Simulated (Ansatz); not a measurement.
Cost and result up the ladder for Si(SH)H3 (SiH4S) (6 atoms). Charge 0, multiplicity 1. Geometry: PBE-D4/def2-TZVP.

```csv
atom,x (Å),y (Å),z (Å)
Si1,0.1353,0.4481,0.2458
S2,-0.3053,-0.8374,-1.4201
H3,-0.5596,-1.9204,-0.6473
H4,0.4687,1.7615,-0.3771
H5,1.2997,-0.0522,1.0395
H6,-1.0389,0.6004,1.1592
```

Ansatz on 2 threads of Intel Xeon on a shared host. Times are rough, and most runs start from the orbitals of an earlier one. ωB97M-V/def2-TZVP serves as the yardstick here, not as an exact answer. Differences are given only for rows in sets of like size (and for xTB, whose basis is part of the method), since another set adds its own error. Binding counts from free atoms at the same level (Si triplet, S triplet, H doublet; other spins of the atoms weren't run), without zero-point energy or a counterpoise term.

LC-ωPBE has ω = 0.4 bohr⁻¹. B3LYP takes the VWN-RPA correlation. Correlated methods freeze 10 core orbitals.

Correlated methods converge slowly with the basis (MP2 moves by 0.11 eV from def2-TZVP to def2-QZVPP here).

| level | functions | wall time | binding energy per atom (eV) | difference from ωB97M-V/def2-TZVP (eV) |
| --- | --- | --- | --- | --- |
| HF/6-31G | 34 | 0.46 s | 1.75 | – |
| PBE-D4/def2-SVP | 56 | 0.91 s | 2.87 | – |
| B3LYP-D4/6-31G | 34 | 1.1 s | 2.59 | – |
| LDA (SPW92)/def2-TZVP | 98 | 1.3 s | 3.24 | 0.29 |
| PBE0-D4/def2-SVP | 56 | 1.4 s | 2.86 | – |
| MP2/def2-TZVP | 98 | 1.4 s | 2.77 | -0.17 |
| BLYP-D4/def2-TZVP | 98 | 1.5 s | 2.89 | -0.06 |
| PBE-D4/def2-TZVP (with forces) | 98 | 1.9 s | 2.90 | -0.05 |
| BHLYP-D4/def2-TZVP | 98 | 2.2 s | 2.89 | -0.06 |
| CAM-B3LYP-D4/def2-TZVP | 98 | 2.4 s | 2.92 | -0.02 |
| LC-ωPBE/def2-TZVP | 98 | 2.5 s | 2.87 | -0.08 |
| r2SCANh-D4/def2-TZVP | 98 | 3.1 s | 2.92 | -0.03 |
| r2SCAN0-D4/def2-TZVP | 98 | 4.1 s | 2.91 | -0.04 |
| ωB97M-V/def2-TZVP | 98 | 5.5 s | 2.94 | 0.00 |
